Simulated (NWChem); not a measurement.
Species: dimethylamine (C2H7N); SMILES CNC

Program: NWChem. All runs use the structure optimised with B3LYP/6-31G* (spherical d).

Diagonal of the polarisability tensor at PBE0/Sadlej pVTZ, static: 37.75, 35.64, 43.21 bohr³.

Find the mean polarisability volume, the molar refraction, and the refractive index that an ideal gas of it would have at 273.15 K and 1 atm.


1. Mean: one third of the trace = 38.87 bohr³ × 0.14818 Å³/bohr³ = 5.76 Å³.
2. Molar refraction (Lorentz-Lorenz): (4π/3) N_A α = 14.5 cm³/mol.
3. Number density p/kT = 2.687 × 10⁻⁵ Å⁻³; n − 1 = 2π N α = 9.72 × 10⁻⁴.
4. These hold the electronic response alone: vibrational and orientational terms add to the static dielectric constant.
